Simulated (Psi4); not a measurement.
**BH2ClO (SMILES OBCl): BP86/cc-pVDZ (ints tolerance 1e-06, sweep point 3)**

What is the vertical electron affinity of BH2ClO at BP86/cc-pVDZ (ints tolerance 1e-06, sweep point 3)? 

Program for the calculation: Psi4 1.11.

4 further runs of the same task are left out: 4 set aside as unsound or not needed. Runs told in other sessions of the task aren't counted.

### Step 1. Starting point

BH2ClO: 5 atoms, total charge 0, spin state singlet. SMILES: `OBCl`. Geometry: relaxed at PBE0-D4/def2-TZVP. This is one conformer, not always the lowest.

Bond lengths: O1–B2 1.340 Å, B2–Cl3 1.766 Å, O1–H4 0.963 Å, B2–H5 1.189 Å. Angles: O1–B2–Cl3 121.0°, O1–B2–H5 119.8°, Cl3–B2–H5 119.2°, B2–O1–H4 113.9°.

### Step 2. The energy at BP86/cc-pVDZ (ints tolerance 1e-06, sweep point 3)

File job.dat:

```
memory 1.6 GB

molecule mol {
  O     -1.63140056    -1.16898458    -0.00548021
  B      0.71620620    -0.25927042     0.26059323
  Cl     1.49023802     2.82703028    -0.74700874
  H     -2.79244829     0.00226767    -0.77422079
  H      2.31170197    -1.54031576     1.18788184
  units bohr
  symmetry c1
}

set globals {
  basis cc-pVDZ
  puream true
  scf_type direct
  dft_radial_points 99
  dft_spherical_points 590
  ints_tolerance 1e-06
  maxiter 60
}

energy('bp86')
print_variables()
```

Command:

```console
$ psi4 job.dat job.out -n 1
```

job.out:

```text
[...]
  Running in c1 symmetry.
[...]
  Nuclear repulsion =   84.721670250700868
[...]
  Multiplicity = 1
[...]
  Nalpha       = 16
  Nbeta        = 16
[...]
    Number of basis functions: 56
[...]
   @DF-RKS iter   1:  -561.41159368917681   -1.20904e-01   1.21439e-02 DIIS/ADIIS
[...]
   @RKS iter  11:  -561.61252255222701   -5.95603e-08   8.60027e-07 DIIS
[...]
    Orbital Energies [Eh]
    ---------------------
    Doubly Occupied:
       1A   -100.735883     2A    -18.831163     3A     -9.186050
       4A     -7.007094     5A     -7.001683     6A     -6.999827
       7A     -6.594617     8A     -0.973748     9A     -0.763855
      10A     -0.538811    11A     -0.427923    12A     -0.388609
      13A     -0.354719    14A     -0.312492    15A     -0.293707
      16A     -0.279582
[...]
  @RKS Final Energy:  -561.61252255222701
   => Energetics <=
    Nuclear Repulsion Energy =             84.7216702507008677
    One-Electron Energy =                -941.5964002016562517
    Two-Electron Energy =                 336.9901992143873031
    DFT Exchange-Correlation Energy =     -41.7279918156589318
    Empirical Dispersion Energy =           0.0000000000000000
    VV10 Nonlocal Energy =                  0.0000000000000000
    Total Energy =                       -561.6125225522270057
[...]
 Multipole Moments:
 ------------------------------------------------------------------------------------
     Multipole            Electronic (a.u.)      Nuclear  (a.u.)        Total (a.u.)
 ------------------------------------------------------------------------------------
 L = 1.  Multiply by 2.5417464519 to convert [e a0] to [Debye]
 Dipole X            :          0.8104074           -1.3289311           -0.5185237
 Dipole Y            :          2.0487677           -2.0113007            0.0374669
 Dipole Z            :         -0.5900040            0.4375798           -0.1524242
 Magnitude           :                                                    0.5417599
[...]
```

Run time: 9.6 s. Hardware: 1 thread of AMD EPYC 7B13 (Zen 3), shared host; peak memory 0.72 GiB.

### Step 3. The doublet anion

File job.dat:

```
memory 1600 mb

molecule mol {
  -1 2
  O     -1.63140056    -1.16898458    -0.00548021
  B      0.71620620    -0.25927042     0.26059323
  Cl     1.49023802     2.82703028    -0.74700874
  H     -2.79244829     0.00226767    -0.77422079
  H      2.31170197    -1.54031576     1.18788184
  units au
  symmetry c1
}

set reference uks
set puream true
set scf_type direct
set dft_radial_points 99
set dft_spherical_points 590
set ints_tolerance 1e-06
set maxiter 100

E, wfn = energy('bp86/cc-pVDZ', return_wfn=True)
```

Command:

```console
$ psi4 -n 1 job.dat job.out
```

job.out:

```text
[...]
  Running in c1 symmetry.
[...]
  Nuclear repulsion =   84.721670250700868
[...]
  Multiplicity = 2
[...]
  Nalpha       = 17
  Nbeta        = 16
[...]
    Number of basis functions: 56
[...]
   @DF-UKS iter   1:  -561.14658024027733    1.44110e-01   1.54514e-02 DIIS/ADIIS
[...]
   @UKS iter  12:  -561.53557540470229   -9.78698e-08   7.93557e-07 DIIS
[...]
   @S^2 Observed:                7.524834051E-01
[...]
    Orbital Energies [Eh]
    ---------------------
    Alpha Occupied:
       1A   -100.488238     2A    -18.546874     3A     -8.936902
       4A     -6.757529     5A     -6.752289     6A     -6.751942
       7A     -6.278095     8A     -0.701256     9A     -0.513738
      10A     -0.270840    11A     -0.174168    12A     -0.124260
      13A     -0.094266    14A     -0.054738    15A     -0.044496
      16A     -0.037613    17A      0.199110
    Alpha Virtual:
      18A      0.235143    19A      0.303686    20A      0.358477
      21A      0.396598    22A      0.464589    23A      0.477491
      24A      0.509144    25A      0.638705    26A      0.663108
[...]
  @UKS Final Energy:  -561.53557540470229
   => Energetics <=
    Nuclear Repulsion Energy =             84.7216702507008677
    One-Electron Energy =                -949.8336280315487556
    Two-Electron Energy =                 345.6069170827575476
    DFT Exchange-Correlation Energy =     -42.0305347066118884
    Empirical Dispersion Energy =           0.0000000000000000
    VV10 Nonlocal Energy =                  0.0000000000000000
    Total Energy =                       -561.5355754047022856
  UHF NO Occupations:
  HONO-2 :   15  A 1.9998090
  HONO-1 :   16  A 1.9990958
[...]
 Multipole Moments:
 ------------------------------------------------------------------------------------
     Multipole            Electronic (a.u.)      Nuclear  (a.u.)        Total (a.u.)
 ------------------------------------------------------------------------------------
 L = 1.  Multiply by 2.5417464519 to convert [e a0] to [Debye]
 Dipole X            :          0.6354564           -1.3289311           -0.6934747
 Dipole Y            :          3.0332665           -2.0113007            1.0219658
 Dipole Z            :         -1.0235757            0.4375798           -0.5859959
 Magnitude           :                                                    1.3670086
[...]
```

Run time: 13 s. Hardware: 1 thread of AMD EPYC 7B13 (Zen 3), shared host; peak memory 0.71 GiB.

### Step 4. Outcome

Level: BP86/cc-pVDZ (ints tolerance 1e-06, sweep point 3).

```
                                         quantity          value
                     singlet BH2ClO: total energy  -561.61252 Eh
                    singlet BH2ClO: dipole moment         1.38 D
                      singlet BH2ClO: HOMO energy       -7.61 eV
                      singlet BH2ClO: LUMO energy       -1.16 eV
                    singlet BH2ClO: HOMO–LUMO gap        6.45 eV
                      doublet anion: total energy  -561.53558 Eh
doublet anion: HOMO energy (highest over α and β)        5.42 eV
 doublet anion: LUMO energy (lowest over α and β)        6.40 eV
                              doublet anion: ⟨S²⟩          0.752
vertical electron affinity (to the doublet anion)      -2.094 eV
```

What this shows: The anion lies 2.09 eV (202 kJ/mol) above the neutral: the electron isn't bound at this level, and such a value depends on the basis. Without diffuse functions anions come out too high. The HOMO (doublet anion) lies at positive energy, 5.42 eV, from the functional's self-interaction, a short basis or an electron that isn't bound; only total energies against the neutral tell.
